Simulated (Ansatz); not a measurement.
## A ladder of methods for BH (SMILES [BH])

BH: 2 atoms, total charge 0, spin state singlet. As SMILES, `[BH]`. The bond length is the measured one.

```xyz
2

B     0.0000    0.0000    0.0000
H     0.0000    0.0000    1.2324
```

Quantity: the energy change with the B1–H2 bond stretched from 1.232 to 1.849 Å, in eV. The values are calculated.

| level | kind | program | value (eV) | less FCI/def2-TZVP |
| --- | --- | --- | --- | --- |
| HF/def2-TZVP (restricted) | Hartree–Fock | Ansatz | 1.72 | +0.29 |
| PBE/def2-TZVP (restricted) | GGA | Ansatz | 1.28 | -0.15 |
| r2SCAN/def2-TZVP (restricted) | meta-GGA | Ansatz | 1.38 | -0.05 |
| B3LYP/def2-TZVP (restricted) | global hybrid | Ansatz | 1.46 | +0.03 |
| CAM-B3LYP/def2-TZVP (restricted) | range-separated hybrid | Ansatz | 1.54 | +0.11 |
| B2PLYP/def2-TZVP (restricted) | double hybrid | Ansatz | 1.53 | +0.10 |
| CCSD(T)/def2-TZVP (restricted) | coupled cluster or CI | Ansatz | 1.43 | 0.00 |
| FCI/3-21G | exact in the basis | Ansatz | 1.10 | -0.33 |
| FCI/def2-TZVP | exact in the basis | Ansatz | 1.43 | 0.00 |

FCI/def2-TZVP is exact within its basis and frozen core, so for wave-function methods in that basis the difference is their error; functionals converge differently with the basis, so for them it is only a difference. Spin-restricted single references rise too steeply as a bond breaks, Hartree–Fock most of all. The first shape isn't each level's own minimum. The values span 1.10 to 1.72 eV. High-level rows in very small sets aren't better than simpler rows in larger ones.
